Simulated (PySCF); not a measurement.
An unknown is described by computed data only.

Formula: C2H6OS.

| Quantity | Value |
| --- | --- |
| Dipole | 4.36 D [CAM-B3LYP/def2-SVPD] |
| Rotational structure | rotational constants A, B, C: 6.959, 6.791, 4.174 GHz [PBE0-D3(BJ)/def2-SVP] |
| Valence photoelectron | vertical ionisation energy: 9.01 eV [ΔSCF CAM-B3LYP/def2-SVPD] |
| UV, strongest line | among the 10 lowest singlet transitions: S4 at 7.00 eV (177 nm, f = 0.098) [TDDFT CAM-B3LYP/def2-SVPD] |
| Polarisability | 52.5 au [CAM-B3LYP/def2-SVPD] |
| 1H NMR | chemical shifts (computed TMS as zero) by class: 2.19 (6 H) ppm [GIAO PBE0/pcSseg-1] |
| 13C NMR | chemical shifts (computed TMS as zero) by class: 44.4 (2 C) ppm [GIAO PBE0/pcSseg-1] |
| Triplet | lowest triplet excitation (Tamm–Dancoff): 5.28 eV [TDA CAM-B3LYP/def2-SVPD] |
| UV, first state | lowest singlet excitation: 6.01 eV (206 nm, f = 0.006) [TDDFT CAM-B3LYP/def2-SVPD] |

The electronic properties come from PySCF, for the isolated species, density fitting. Levels stand in brackets. Geometry: PBE0-D3(BJ)/def2-SVP; no solvent, vibrations or thermal averaging. NMR classes are plain means over equivalent atoms (diastereotopic ones count apart unless rotation or inversion swaps them), as if these changed places fast.

Question: What is the compound? Reason from the data.

Answer: Numbering: `[CH3:1][S:2]([CH3:3])=[O:4]`. 2 carbons fall into 1 class: S-methyl carbon [C1/C3] (44.4 ppm, 2 C). All hydrogens form one class (2.19 ppm): methyl hydrogen. The first electron is taken from the HOMO, whose largest Löwdin shares are 0.53 on the sulfinyl oxygen, 0.31 on the sulfinyl sulfur and 0.07 on each of 2 atoms of one kind (S-methyl carbon). The optimised geometry has point group Cs and is an asymmetric top. Structure: `CS(C)=O`. The assignments are read from this structure; whether some other isomer fits the data as well wasn't checked.
